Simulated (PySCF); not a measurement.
Run record: excited-state job, `O=C(F)C1CC1`.

Method: TDDFT PBE0/def2-SVPD, vertical, gas phase, core orbitals frozen in the response (PySCF 2.14.0, density-fitted response routines). Geometry: PBE0-D3(BJ)/def2-SVP. The input is one job of a driver script: a line of settings, then coordinates in Å.

Command:
```bash
OMP_NUM_THREADS=1 python probes_run.py task.json out
```

Input:
```
{"job": {"kind": "uv", "xc": "PBE0", "basis": "def2-SVPD", "ip": true}, "charge": 0, "multiplicity": 1}
O      1.830482     0.078783    -1.184895
C      1.331403     0.706452    -0.310229
F      1.949369     1.780414     0.200107
C      0.037131     0.460127     0.351331
C     -0.374881    -0.986312     0.521400
C     -1.055172    -0.153685    -0.496643
H     -0.237619     1.176066     1.127540
H     -0.903960    -1.235531     1.443977
H      0.340629    -1.735145     0.173060
H     -2.073824     0.193166    -0.308841
H     -0.802752    -0.327397    -1.545602
```

**Question.** Estimate the output.

**Answer.** 
```
coarse grid: 9616 points
cycle   1  E = -329.7178832843  dE =  9.956e-01  |g| = 8.340e-01  |ddm| = 4.492e+00
cycle   2  E = -329.3257214956  dE =  3.922e-01  |g| = 1.670e+00  |ddm| = 2.515e+00
cycle   3  E = -329.8450141465  dE = -5.193e-01  |g| = 2.166e-01  |ddm| = 1.827e+00
cycle   4  E = -329.8531668514  dE = -8.153e-03  |g| = 6.942e-02  |ddm| = 2.437e-01
cycle   5  E = -329.8539073100  dE = -7.405e-04  |g| = 1.660e-02  |ddm| = 6.818e-02
cycle   6  E = -329.8539681460  dE = -6.084e-05  |g| = 4.698e-03  |ddm| = 2.658e-02
cycle   7  E = -329.8539727512  dE = -4.605e-06  |g| = 9.816e-04  |ddm| = 8.181e-03
final grid: 94504 points
cycle   8  E = -329.9062599190  dE = -1.963e-05  |g| = 1.092e-02  |ddm| = 1.103e-01
cycle   9  E = -329.9062070762  dE =  5.284e-05  |g| = 1.978e-02  |ddm| = 3.042e-02
cycle  10  E = -329.9062839315  dE = -7.686e-05  |g| = 2.165e-03  |ddm| = 1.953e-02
cycle  11  E = -329.9062848952  dE = -9.637e-07  |g| = 2.129e-04  |ddm| = 2.377e-03
cycle  12  E = -329.9062849004  dE = -5.216e-09  |g| = 1.262e-04  |ddm| = 4.317e-04
cycle  13  E = -329.9062849032  dE = -2.730e-09  |g| = 2.236e-05  |ddm| = 1.424e-04
cycle  14  E = -329.9062849033  dE = -1.074e-10  |g| = 5.891e-06  |ddm| = 5.180e-05
converged SCF energy = -329.9062849033

Static polarisability (au): isotropic 48.954, principal 42.895 47.887 56.079

Singlet excitations
state   eV       nm        f      main configurations
  1   6.1305    202.2   0.00031   H->L 0.97
  2   7.5911    163.3   0.01388   H-2->L 0.95
  3   7.6352    162.4   0.23962   H-1->L 0.92
  4   8.6219    143.8   0.00416   H-1->L+1 0.93
  5   8.6713    143.0   0.04077   H->L+1 0.72, H->L+2 0.20
  6   8.8015    140.9   0.00424   H-3->L 0.55, H->L+2 0.19, H-2->L+1 0.13
  7   8.9122    139.1   0.00122   H-5->L 0.93
  8   8.9268    138.9   0.00338   H-2->L+1 0.74, H-3->L 0.18
  9   9.0297    137.3   0.01347   H->L+2 0.47, H-4->L 0.18, H-3->L 0.15
 10   9.0676    136.7   0.00436   H-1->L+2 0.91

Triplet excitations (Tamm-Dancoff, eV): 5.5732 6.1030 7.0711 7.3745
Vertical ionisation energy (delta-SCF) = 11.3638 eV
```

The SCF starts on a coarse grid where the log names one; the energy can jump when the final grid takes over, and dE then counts from the start density on the new grid. H and L stand for HOMO and LUMO; the number after each pair is its weight.

**Question.** How does the lowest singlet excitation compare with the HOMO–LUMO gap?

**Answer.** HOMO -9.02 eV and LUMO -0.53 eV give a gap of 8.49 eV; S1 at 6.13 eV lies 2.36 eV below it.

**Question.** Give S1 in cm⁻¹ and kJ/mol.

**Answer.** 6.1305 eV × 8065.54 = 49446 cm⁻¹; × 96.485 = 591.5 kJ/mol.

Summary of the converged run: HOMO -9.02 eV, LUMO -0.53 eV; lowest singlet 6.13 eV; lowest triplet 5.57 eV (Tamm–Dancoff); mean polarisability 49.0 au.

**Question.** Estimate the wall time. Hardware: an Intel Xeon 6975P-C with one thread, no GPU, on a shared host. And the peak memory of the process?

**Answer.** About 96 s, with 0.81 GiB resident at the peak, the Python interpreter and its libraries included.

One conformer stands for the species.
Labels such as C1 count atoms from 1, the log's own numbers from 0.
